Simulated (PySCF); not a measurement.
**Magnetisability and related constants of `OF`, FHO**

Computed with PySCF, GIAO B3LYP/pcSseg-0 magnetisability, rotational g tensor and spin-rotation constants, non-relativistic, gas phase. Geometry: PBE0-D3(BJ)/def2-SVP.

Input:
```
{"job": {"kind": "mag", "xc": "B3LYP", "basis": "pcSseg-0"}, "charge": 0, "multiplicity": 1}
O     -0.206331     0.479370     0.024469
F      0.997779    -0.219647     0.188596
H     -0.779210    -0.262959    -0.227072
```
Coordinates are in Å.

Command: `OMP_NUM_THREADS=1 python excited_run.py task.json out`

Problem. Show the output.

Solution. Atoms count from 0.
```
coarse grid: 2792 points
cycle   1  E = -175.1487332732  dE =  8.163e-02  |g| = 2.671e-01  |ddm| = 1.579e+00
cycle   2  E = -175.1588788312  dE = -1.015e-02  |g| = 2.148e-01  |ddm| = 4.114e-01
cycle   3  E = -175.1657075862  dE = -6.829e-03  |g| = 3.411e-02  |ddm| = 1.499e-01
cycle   4  E = -175.1657556979  dE = -4.811e-05  |g| = 2.683e-02  |ddm| = 3.000e-02
cycle   5  E = -175.1658747193  dE = -1.190e-04  |g| = 1.153e-03  |ddm| = 1.617e-02
cycle   6  E = -175.1658749688  dE = -2.495e-07  |g| = 1.269e-04  |ddm| = 8.907e-04
final grid: 28184 points
cycle   7  E = -175.1190962285  dE = -9.509e-06  |g| = 3.295e-03  |ddm| = 7.720e-03
cycle   8  E = -175.1190952042  dE =  1.024e-06  |g| = 4.262e-03  |ddm| = 4.231e-03
cycle   9  E = -175.1190976889  dE = -2.485e-06  |g| = 1.048e-03  |ddm| = 2.625e-03
cycle  10  E = -175.1190978731  dE = -1.842e-07  |g| = 3.906e-05  |ddm| = 6.475e-04
cycle  11  E = -175.1190978734  dE = -3.554e-10  |g| = 9.194e-06  |ddm| = 4.344e-05
converged SCF energy = -175.1190978734

Magnetisability tensor (1e-30 J/T^2)
     -290.17       55.09      -14.77
       55.09     -213.64        8.42
      -14.77        8.42     -189.34
isotropic -231.05   principal values    -321.17   -187.31   -184.68
isotropic susceptibility -13.914 1e-6 cm^3/mol

Inertial axes            a          b          c
rot. const./GHz    589.2264    28.1917    26.9045
chi total           -19.341    -11.122    -11.280
chi diamagnetic     -20.785    -57.158    -58.984
chi paramagnetic      1.444     46.036     47.704
quadrupole/D A       -0.115      1.455     -1.340
g nuclear            0.9613     0.5155     0.5359
g electronic        -0.3996    -0.6097    -0.6030
g total              0.5617    -0.0942    -0.0671

Spin-rotation constants (kHz, H = +C I.J)
atom  isotope        aa         bb         cc
  1    19F       16.730     59.846     91.436
  2     1H      -81.120      3.372     -3.379
  0    17O*     -41.715    -19.474     -9.973
* in the singly substituted isotopologue
```

It took 0.75 s wall time on 1 thread of an Arm Neoverse N1, shared host, peak memory 0.38 GiB.
